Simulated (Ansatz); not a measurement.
ClFHSi, SMILES `F[SiH]Cl` radical. Charge 0, multiplicity 2.

What are the harmonic wavenumbers in cm⁻¹ at PBE0-D4/def2-TZVP (Ansatz, finite differences of forces, unscaled)? (Estimate.)

The calculation gave: 238, 553, 696, 756, 894, 2170.

Is this a minimum?

Yes, all 6 modes are real.

Give the ideal-gas thermochemistry at 298.15 K and 1 bar (rigid rotor, harmonic oscillator; point group C1, symmetry number 1).

Zero-point energy 31.8 kJ/mol; H(298) − E = 44.2 kJ/mol; entropy 284.5 J/(mol·K), of which translation 164.0, rotation 101.9, vibration 12.8, electronic 5.8; G(298) − E = -40.6 kJ/mol.
